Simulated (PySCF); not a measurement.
SiCl₄, SMILES Cl[Si](Cl)(Cl)Cl.

The structure is a stationary point at B3LYP-D3(BJ)/def2-SVP. The isomer is the one that the SMILES or the coordinates give; other isomers of the formula were not compared.

All values below come from CAM-B3LYP/def2-TZVP (PySCF).

Question: Estimate the frontier levels, gap, dipole moment and polarisability. (Estimate from the structure and the level; the computed values follow.)

Answer: 
* **highest occupied level**: -10.92 eV
* **lowest empty level**: 0.19 eV
* **orbital gap**: 11.11 eV
* **dipole moment**: 0.00 D
* **quadrupole, principal values (traceless, Buckingham form, about the centre of nuclear charge)**: 0.00, 0.00, 0.00 D·Å
* **mean static polarisability**: 67.4 bohr³ (9.98 Å³)
* **polarisability, principal values**: 67.4, 67.4, 67.4 bohr³
